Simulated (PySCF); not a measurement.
**Partial charges of `C[S@](=O)CC#[O+]`**

C3H5O2S (charge +1).
Cartesian coordinates in Å at the GFN2-xTB level; atoms count from 1:
```xyz
11
C3H5O2S angstrom
C      1.5229    0.3516    0.3274
S      0.5815   -1.1498   -0.0758
O      0.3621   -1.1284   -1.4843
C     -1.2941   -0.5170    0.7493
C     -1.5916    0.7085    0.2963
O     -1.7263    1.7371   -0.1516
H      2.5662    0.1182    0.1150
H      1.4352    0.5942    1.3809
H      1.2333    1.1885   -0.3008
H     -1.9515   -1.3019    0.3772
H     -1.1322   -0.5982    1.8203
```

Density: PBE0/pcSseg-1 (PySCF); schemes: Mulliken, IAO, Hirshfeld and ESP-fitted. Geometry: GFN2-xTB, one conformer, isolated ion.

**Question.** Atoms with like bonding are taken together and averaged. Do the Mulliken, IAO, Hirshfeld and ESP-fitted schemes agree on where the charge is lowest?

**Answer.** The schemes don't all agree: Mulliken C4 (-0.463); IAO O3 (-0.705); Hirshfeld O3 (-0.211); ESP-fitted C4 (-0.964).

**Question.** At which atom do the 4 schemes differ most?

**Answer.** At C4: from -0.964 (ESP-fitted) to -0.062 e (Hirshfeld), 0.902 e apart.

**Question.** Tabulate the Mulliken, IAO, Hirshfeld and ESP-fitted charges.

**Answer.** In e; atoms taken as equivalent share a row and are averaged (×n: the atom named and its like, n in all):

```json
{"atom": "C1", "environment": "S-methyl carbon", "Mulliken": "-0.453", "IAO": "-0.599", "Hirshfeld": "-0.109", "ESP-fitted": "-0.435"}
{"atom": "S2", "environment": "sulfinyl sulfur", "Mulliken": "+0.722", "IAO": "+1.205", "Hirshfeld": "+0.512", "ESP-fitted": "+0.597"}
{"atom": "O3", "environment": "sulfinyl oxygen", "Mulliken": "-0.414", "IAO": "-0.705", "Hirshfeld": "-0.211", "ESP-fitted": "-0.272"}
{"atom": "C4", "environment": "sp3 carbon bound to sulfur", "Mulliken": "-0.463", "IAO": "-0.522", "Hirshfeld": "-0.062", "ESP-fitted": "-0.964"}
{"atom": "C5", "environment": "triply bonded carbon", "Mulliken": "+0.517", "IAO": "+0.587", "Hirshfeld": "+0.355", "ESP-fitted": "+0.833"}
{"atom": "O6", "environment": "oxygen bonded to C", "Mulliken": "-0.079", "IAO": "-0.086", "Hirshfeld": "+0.029", "ESP-fitted": "-0.150"}
{"atom": "H7/H8/H9", "environment": "methyl hydrogen", "Mulliken": "+0.207", "IAO": "+0.200", "Hirshfeld": "+0.082", "ESP-fitted": "+0.202"}
{"atom": "H10", "environment": "methylene hydrogen", "Mulliken": "+0.280", "IAO": "+0.264", "Hirshfeld": "+0.122", "ESP-fitted": "+0.402"}
{"atom": "H11", "environment": "methylene hydrogen", "Mulliken": "+0.269", "IAO": "+0.255", "Hirshfeld": "+0.118", "ESP-fitted": "+0.383"}
```

Mean size of the charges over all atoms: IAO 0.439 e, ESP-fitted 0.422 e, Mulliken 0.347 e, Hirshfeld 0.160 e. Each set sums to the total charge, 1, to within 0.001 e. The Mulliken scheme counts on each atom the diagonal of the density matrix times the overlap matrix over that atom's basis functions.

Some averages cover members that differ in this geometry: H7/H8/H9, ESP-fitted +0.183 to +0.238; H7/H8/H9, Mulliken +0.186 to +0.229; H7/H8/H9, IAO +0.189 to +0.219 e.

**Question.** How many electrons does the Mulliken scheme count on O3?

**Answer.** Z − q = 8 − (-0.414) = 8.414.

**Question.** Sum the charges by element, for elements with more than one atom.

**Answer.** 
```csv
element,atoms,Mulliken,IAO,Hirshfeld,ESP-fitted
C,3,-0.399,-0.534,+0.184,-0.565
O,2,-0.493,-0.791,-0.182,-0.422
H,5,+1.170,+1.120,+0.486,+1.390
```

**Question.** How closely do the schemes follow one another over all atoms?

**Answer.** Correlation coefficient and root-mean-square difference: Mulliken with IAO 0.98, 0.178 e; IAO with Hirshfeld 0.97, 0.347 e; Mulliken with ESP-fitted 0.93, 0.195 e; Mulliken with Hirshfeld 0.93, 0.213 e; IAO with ESP-fitted 0.85, 0.283 e; Hirshfeld with ESP-fitted 0.79, 0.355 e.
